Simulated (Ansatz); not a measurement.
# Energy profile

The step: BSiH₅S ([SiH3][BH][SH]) → BHS ([BH][S]) + SiH₄; bonds formed: Si2–H4; bonds broken: B1–Si2, S3–H4 (atoms numbered as in the saddle structure below).

B1  (-1.059, 0.068, -0.550)
Si2  (0.806, -0.272, 0.511)
S3  (-1.542, 1.497, -1.384)
H4  (-0.156, 0.996, -0.491)
H5  (-1.549, -1.006, -0.345)
H6  (0.321, -0.608, 1.872)
H7  (1.842, 0.791, 0.579)
H8  (1.336, -1.466, -0.191)
(Å)

Electronic energies by CCSD(T) at an estimated basis limit (MP2 extrapolated from triple and quadruple zeta, plus CCSD(T) − MP2 in triple zeta), on PBE0-D4/def2-TZVP structures; BSiH5S, closed shell; no counterpoise correction. Computed with Ansatz 0.2.0 (basis: def2-TZVPP and def2-QZVPP); correlated methods freeze the cores. Extrapolation: Hartree–Fock as exp(−7.88 √X), correlation as X^−2.97.

Question: Give the profile in kcal/mol, counted from the start structure. (Judge from chemistry; the value comes from the calculation.)

Answer: By the calculation:
```csv
point,kcal/mol
start structure,0.00
saddle,46.86
end structure,8.93
"separated: BHS (linked as [BH][S]; B1, S3, H5; singlet) + SiH4 (Si2, H4, H6, H7, H8; singlet)",10.10
```

No T1 diagnostic of these runs exceeds 0.021.

For scale, one of the runs: CCSD(T)/def2-TZVPP, 185 basis functions, launched by `ansatz run in.yaml --threads 2 --pin off --events-out ev --progress --plain --max-ram 4352MiB`. The run took 18 s on 2 CPU threads of an AMD EPYC 9R14 (shared host), with 1.7 GiB of host memory at its peak.
